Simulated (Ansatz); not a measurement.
TiMo (Cmmm)

Theory: Ansatz, DFT r2SCAN, scalar-relativistic, plane waves, PAW.

Cutoff 500 eV; k points 16×16×10 on the computed 2-atom cell (Γ-centred); Gaussian smearing, width 0.10 eV; no spin polarisation.

The structure is relaxed at this level of theory with its symmetry kept. Whether it is the stable form of this composition wasn't checked.

```
Ti Mo
1.0
     1.59244   -2.33004    0.00000
     1.59244    2.33004    0.00000
     0.00000    0.00000    4.26030
Ti Mo
1 1
Direct
  0.50000 0.50000 0.50000
  0.00000 0.00000 0.00000
```

Task: Formation energy from the elements' standard states (uncorrected)?

Result: -0.071 eV/atom.

Task: Density of states at the Fermi level?

Result: 2.12 states/eV per cell.

Task: Löwdin character within 0.5 eV of the Fermi level?

Result: Ti 3d 55 %, Mo 4d 30 %, unprojected 6 %.

Task: Bulk modulus?

Result: 183 GPa.

Task: Its pressure derivative?

Result: 3.9.

Task: Bader charges (e)?

Result: Ti (1 in the cell) 0.95, Mo (1 in the cell) -0.95.